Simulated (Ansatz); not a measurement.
A run of Ansatz (development build ahead of 0.2.0) on singlet SO2 at this shape:

```xyz
3

S     0.0283    0.0138   -0.4102
O    -0.0170    1.2947    0.3556
O    -0.0058   -1.2997    0.3777
```

Its results:

| Quantity | Value |
| --- | --- |
| Converged | yes |
| Reference energy | -547.19027 hartree |
| Correlation energy | -0.57814 hartree |
| Total energy | -547.76842 hartree |
| Spin squared of the determinant | 0.000 |

Q: Which input gives this output? Name the method, the orbitals and the basis set, and write the input.

A: RHF-MP2 in aug-cc-pVDZ. An unrestricted run that stays on the closed shell gives the same numbers.

```yaml
crystal:
  periodic: [false, false, false]
  atoms:
    - { symbol: S, position_ang: [0.02831, 0.01384, -0.41015] }
    - { symbol: O, position_ang: [-0.01704, 1.29474, 0.35563] }
    - { symbol: O, position_ang: [-0.00578, -1.29969, 0.37771] }
basis:
  gaussian: { orbitals: aug-cc-pVDZ }
hamiltonian:
  xc: hf
correlation:
  method: mp2
  frozen_orbitals: { O: 1, S: 5 }
```

Caution: in another basis set an unrestricted determinant lies well below.
